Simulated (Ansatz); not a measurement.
Results of PBE in Ansatz (plane waves, PAW) for litharge SnO.

Numerical settings: plane-wave cutoff 520 eV, 10×10×8 k mesh (along the axes of the cell as run), Fermi–Dirac smearing 0.01 eV, scalar-relativistic PAW data made under PBE.

Cell (measured lattice):

```
SnO
1.0
    3.80100     0.00000     0.00000
    0.00000     3.80100     0.00000
    0.00000     0.00000     4.83500
Sn O
2 2
Cartesian
  1.90050   0.00000   3.68959
  0.00000   1.90050   1.14541
  1.90050   1.90050   0.00000
  0.00000   0.00000   0.00000
```

Task: What does this level give for the band gap, smallest direct gap on the k points sampled and direct gap at Γ?

Result: 
- band gap: 0.06 eV
- smallest direct gap on the k points sampled: 1.99 eV
- direct gap at Γ: 2.12 eV

Note: cell and atoms aren't relaxed at this level (largest force component 0.50 eV/Å, pressure 4.7 GPa).

Spin–orbit coupling is not included; it can close the smallest gap of 0.06 eV.

The computed numbers hold no vibrational or temperature effects.

It cost around 25 core-seconds (rough) of CPU time.

Ansatz is an electronic-structure program.
